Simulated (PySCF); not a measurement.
Species: CH₂S.
Structure used (PBE0-D3(BJ)/def2-SVP), in Å, numbered top down from 1:
```
atom  x, y, z in Å
C1    -0.059    0.005   -0.161
S2     1.148   -0.419   -1.133
H3    -0.279    1.057    0.082
H4    -0.726   -0.734    0.310
```

All values: CAM-B3LYP/def2-SVPD (PySCF, non-relativistic), on one gas-phase PBE0-D3(BJ)/def2-SVP geometry that isn't relaxed in the solvent. The solvent is an IEF-PCM continuum (Bondi radii, 1.10 Å for H, scaled by 1.2), and excitations are vertical TDDFT with non-equilibrium linear response and a frozen core. Only the electrostatic response of the medium enters.

```csv
run,E − E(gas) (kcal/mol),HOMO (eV),HOMO–LUMO gap (eV),dipole (D),lowest singlet (eV),static polarisability (au)
gas,0.00,-8.11,6.67,1.81,2.21,34.0
P,-2.25,-8.14,6.80,2.46,2.34,44.0
Q,-2.71,-8.16,6.82,2.59,2.37,46.4
```

Problem. The runs were made in methanol and tetrahydrofuran. Which run belongs to which solvent?

Solution. P = tetrahydrofuran, Q = methanol. The dielectric constants are 7.426 (tetrahydrofuran), 32.61 (methanol), and the energy falls further as ε rises. The optical constants n² used for the excitations are 1.97, 1.77 in the same order. In this model the ground state sees the solvent through ε alone.

Problem. How constant is the ratio of the lowering to (ε − 1)/(2ε + 1)?

Solution. 
| solvent | (ε − 1)/(2ε + 1) | E − E(gas) (kcal/mol) | ratio (kcal/mol) | polarisation term (kcal/mol) |
| --- | --- | --- | --- | --- |
| tetrahydrofuran | 0.405 | -2.25 | -5.6 | -2.75 |
| methanol | 0.477 | -2.71 | -5.7 | -3.45 |

The ratio changes by +2.3 % in size from tetrahydrofuran to methanol. The polarisation term is half the interaction of the solute with the induced surface charges.
